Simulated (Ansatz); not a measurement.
A nudged elastic band was laid between two geometries of CH6SSi (9 atoms, charge 0, multiplicity 1).

Theory: RKS PBE-D4/def2-SVP (Ansatz 0.2.0).

| Property | Result |
| --- | --- |
| movable images | 9 |
| climbing image | yes |
| spring | 5.0 eV/Å² |
| optimiser | quadratic models (default) |
| start path | through a guess of the saddle point |
| force threshold | 0.2 eV/Å |
| iteration limit | 60 |
| end points | relaxed |

Initial state:

```xyz
9
Properties=species:S:1:pos:R:3
C -0.710 0.806 -0.801
Si 0.494 -0.404 -0.005
S -0.065 -0.529 2.088
H -1.753 0.448 -0.697
H -0.486 0.915 -1.881
H -0.633 1.804 -0.327
H 1.914 0.082 -0.148
H 0.406 -1.757 -0.662
H 0.921 -1.410 2.416
```

Final state:

```xyz
9
Properties=species:S:1:pos:R:3
C -0.701 0.814 -0.799
Si 0.399 -0.498 -0.015
S 0.300 -0.168 2.128
H -0.700 0.705 -1.903
H -0.338 1.831 -0.551
H -1.745 0.717 -0.442
H 1.817 -0.372 -0.509
H -0.086 -1.881 -0.365
H 1.143 -1.193 2.438
```

What changes between the two ends?

No bond is made or broken. The dihedral H6–C1–Si2–S3 goes from 61 to -60°. The two ends are copies of one structure, up to a mirror image or an exchange of like atoms.

What energy profile does the band end with?

It converged. The highest image is number 5 of 0 to 10, 0.067 eV above the ends, which have the same energy within 2 meV. The threshold of 0.2 eV/Å is loose, so the images may lie well off the minimum-energy path. Another band between the same ends (9 images) ends at a top of the same energy, where a vibrational analysis finds 1 clearly imaginary mode.

```
image  path coordinate (Å)  energy (eV)  dihedral H6–C1–Si2–S3 (°)
    0                 0.00        0.000                         61
    1                 0.33        0.006                         49
    2                 0.65        0.023                         37
    3                 0.98        0.043                         25
    4                 1.30        0.060                         13
    5                 1.63        0.067                          0
    6                 1.96        0.061                        -12
    7                 2.28        0.045                        -24
    8                 2.61        0.024                        -36
    9                 2.94        0.007                        -48
   10                 3.27        0.000                        -60
```

What is the geometry of the highest image?


```xyz
9
Properties=species:S:1:pos:R:3
C -0.705 0.812 -0.805
Si 0.429 -0.476 -0.018
S 0.191 -0.263 2.133
H -1.470 0.331 -1.453
H -0.128 1.523 -1.429
H -1.238 1.402 -0.037
H 1.868 -0.256 -0.408
H 0.060 -1.875 -0.451
H 1.082 -1.244 2.450
```

The band took 4 iterations and roughly 2.4 core-minutes.

The run took 2.4 min on 1 thread of Arm Neoverse N1, on a shared host, peak memory 0.11 GiB.
